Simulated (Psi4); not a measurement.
Predicting a hybrid from its neighbours: BCl

BCl has 2 atoms, charge 0, and is taken as a singlet. As SMILES, `[B]Cl`. The shape is that of a PBE0-D4/def2-TZVP optimisation.

The HOMO–LUMO gap y, in eV, basis def2-TZVPPD; a is the functional's share of exact exchange. Programs: Psi4 1.11.

| functional | program | a | y (eV) |
| --- | --- | --- | --- |
| r2SCAN | Psi4 | 0 | 3.79 |
| TPSS | Psi4 | 0 | 3.65 |
| TPSSh | Psi4 | 0.1 | 4.51 |
| B3LYP | Psi4 | 0.2 | 5.12 |
| PBE0 | Psi4 | 0.25 | ? |
| BHLYP | Psi4 | 0.5 | 7.76 |

Task: Fit y = c + s·a to the known rows and predict PBE0.

Result: 
1. Means of the 5 rows: a = 0.1600, y = 4.966.
2. Σ(Δa)² = 0.172, Σ(Δa·Δy) = 1.3822, so the slope is 1.3822/0.172 = 8.036.
3. Intercept: 4.966 − (8.036) × 0.1600 = 3.680. The largest residual of the fit is 0.17.
4. PBE0: 3.680 + (8.036) × 0.25 = 5.69 eV.

The run gave 5.54 eV, so the prediction is off by +0.15 eV, within the largest residual. Exact exchange lowers occupied levels and raises empty ones.
